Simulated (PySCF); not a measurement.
## Worked example for methylhydrazine: proton affinity at atom N2

Structure: `CNN` (CH6N2). Optimised structure (Å), atoms numbered from 1:
```
C    -1.0382    0.2267   -0.1490
N     0.1669   -0.5609   -0.1703
N     1.3059    0.2210    0.0402
H    -1.9039   -0.4305   -0.3285
H    -1.2174    0.7742    0.8028
H    -0.9995    0.9747   -0.9550
H     0.0908   -1.3335    0.4929
H     1.5148    0.3697    1.0314
H     2.1104   -0.2292   -0.3878
```

These are calculated values, ωB97X-D3(BJ)/def2-TZVP in PySCF (grid level 2) at geometries from PBE0-D3(BJ)/def2-SVP. ωB97X-D3(BJ) is ωB97X-V with D3(BJ) in place of VV10. Zero-point and thermal terms (298.15 K, 1 bar) come from unscaled PBE0-D3(BJ)/def2-SVP harmonic frequencies, with soft modes damped to free rotors in the entropy.

Step: `C[NH2+]N` → `CNN` + H⁺.

```tsv
species	charge	multiplicity	E / Eh
C[NH2+]N	1	1	-151.655931
CNN	0	1	-151.295900
```

Thermal terms, products less reactant: Δ(H − E) = -33.95 kJ/mol, Δ(G − E) = -65.81 kJ/mol (the bare proton has no electronic energy, H = 5/2 RT). 1 Eh = 2625.50 kJ/mol.

**Question.** What are ΔE, ΔH and ΔG of this step?

**Answer.** ΔE = 0.360031 Eh = 945.26 kJ/mol; ΔH = 911.3 kJ/mol; ΔG = 879.5 kJ/mol, all in the gas phase at 298.15 K and 1 bar. The digits show the arithmetic; the method itself can be off by 10 kJ/mol or more.
